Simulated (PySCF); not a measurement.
Geometries of 2 isomers of HNO3, from PBE0-D3(BJ)/def2-SVP geometry optimisation, gas phase (PySCF 2.14.0). One conformer each, no zero-point energy, no frequencies.

Question: Which is lower in electronic energy at this level?
A.
```xyz
5
angstrom
O      0.005    0.755   -1.034
N     -0.098   -0.237   -0.365
O     -0.381   -1.344   -0.682
O      0.148   -0.077    0.981
H      0.358    0.868    1.065
```
B.
```xyz
5
angstrom
O      1.939   -0.190   -0.455
N      0.868    0.249   -0.549
O     -0.036   -0.536    0.211
O     -1.311   -0.023   -0.005
H     -1.460    0.501    0.797
```

Answer: A. That is nitric acid (`O=[N+]([O-])O`), 43.7 kcal/mol below the other.

| SMILES | atoms numbered as above | E (Eh) | relative (kcal/mol) | relative (kJ/mol) | dipole (D) |
| --- | --- | --- | --- | --- | --- |
| O=[N+]([O-])O | [O:1]=[N+:2]([O-:3])[OH:4] | -280.38871 | 0.0 | 0.0 | 2.47 |
| O=NOO | [O:1]=[N:2][O:3][OH:4] | -280.31909 | 43.7 | 182.8 | 2.10 |

As drawn, the higher has an O–O bond, which the lower lacks.
